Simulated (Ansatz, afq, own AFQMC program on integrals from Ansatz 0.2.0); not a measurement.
**Where AFQMC and coupled cluster stand for O₂⁺, quartet**

```yaml
atoms:
  - { symbol: O, position_ang: [0.0000, 0.0000, 0.0000] }
  - { symbol: O, position_ang: [0.0000, 0.0000, 1.1928] }
```

Basis 6-31G. Only valence electrons are correlated. Ansatz 0.2.0 and our own AFQMC program on the same integrals; the CISD trial comes from CCSD amplitudes, and released means the phaseless constraint is let go. Uncertainties: one standard error, sampling alone.

Determinant: UHF, the one that the program's search chose, which needn't be the lowest solution. The geometry is a PBE0/def2-TZVP stationary point of this or a neighbouring charge and spin state.

No full CI on the walks' own integrals is used here; CCSDTQ serves as the reference and is uncertain by about the last step of the cluster series.

Cautions: lower spins were not checked.

The T1 diagnostic is 0.0104. The weight of the determinant in the CISD state is 0.939. The ⟨S²⟩ of the determinant is 3.775 and the size of the correlated space is 11 electrons in 16 orbitals.

| level | correlation energy (eV) |
| --- | --- |
| MP2 | -4.2277 |
| CCSD | -4.6140 |
| CCSD(T) | -4.6922 |

Task: Estimate where AFQMC with the constraint released lies against CCSD(T) on the same integrals.

Result: 3.5 ± 0.5 kJ/mol below CCSD(T).

Reference: CCSDTQ, correlation energy -4.725 eV. The released energy is read at 1.50 1/Eh (meV from the phaseless value at times in 1/Eh: -14 ± 6 at 0.24, -19 ± 4 at 0.50, -14 ± 5 at 1.00, -22 ± 6 at 1.50).

```tsv
level	E − E(reference) (kJ/mol)	share of correlation (%)
CCSD(T)	3.2	99.31
CCSDT	2.0	99.57
CCSDT(Q)	0.1	99.97
ph-AFQMC/CISD	1.8 ± 0.6	99.60
released AFQMC	-0.3 ± 0.5	100.07
```

CCSDT and higher add their correlation energy to the determinant of the CCSD(T) run, since their own runs factorise the integrals more tightly (a shift of under 2 meV). A walk keeps the symmetry of its determinant, which the program's search chose and which needn't be the lowest solution, so a lower state of the same spin and another symmetry isn't excluded. Released energies are given only where the last usable release times agree within the noise; a slower fall can still hide under it.
